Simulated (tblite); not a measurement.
Compound: C₄H₄OP (charge -1).
SMILES with atom numbers: `[PH-:1][c:2]1[cH:3][cH:4][cH:5][o:6]1` (hydrogens: H7 on P1; H8 on C3; H9 on C4; H10 on C5)

Structure optimised with GFN2-xTB, isolated species.

Task: What internal coordinates does the optimisation give?

Result: 
```csv
bond,length (Å)
P1–C2,1.756
C2–C3,1.384
C3–C4,1.408
C4–C5,1.360
C5–O6,1.363
C2–O6,1.359
P1–H7,1.369
C3–H8,1.073
C4–H9,1.077
C5–H10,1.074
```

A selection of angles:
```csv
angle,degrees
C2–P1–H7,92.7
P1–C2–C3,130.0
P1–C2–O6,120.6
C3–C2–O6,109.4
C2–C3–C4,106.4
C2–C3–H8,125.8
C4–C3–H8,127.8
C3–C4–C5,106.7
C3–C4–H9,127.1
C5–C4–H9,126.2
C4–C5–O6,110.3
C4–C5–H10,132.8
O6–C5–H10,116.9
C2–O6–C5,107.1
```

C4 (aromatic CH carbon) is planar (angles 127.1°, 126.2° and 106.7°, sum 360.0°, 0.00 Å off the plane of its three neighbours). The 3 C–C bonds span 1.360 Å (C4–C5, aromatic) to 1.408 Å (C3–C4, aromatic), a spread of 0.048 Å. The 5-membered ring C2–C3–C4–C5–O6 has internal angles of 106.4° to 110.3° (sum 540°, against 540° for a flat polygon); it is planar, 0.00 Å rms from its mean plane, widest ring torsion 0°. C5 (aromatic CH next to a ring oxygen) is planar (angles 132.8°, 116.9° and 110.3°, sum 360.0°, 0.00 Å off the plane of its three neighbours). C3 (aromatic CH carbon) is planar (angles 127.8°, 125.8° and 106.4°, sum 360.0°, 0.00 Å off the plane of its three neighbours). C2 (substituted aromatic carbon) is planar (angles 130.0°, 120.6° and 109.4°, sum 360.0°, 0.00 Å off the plane of its three neighbours). The 6 heavy atoms lie in one plane (0.001 Å rms).

Point group: Cs (tolerance 0.08 Å). Its GFN2-xTB frequencies are all real (lowest 215 cm⁻¹). Torsions: H–P1–C2–C3 180°.

Hardware: Arm Neoverse N1, one thread, on a shared host. Cost: 0.35 s. This is the geometry optimisation.

One conformer stands for the species.

These are computed values.
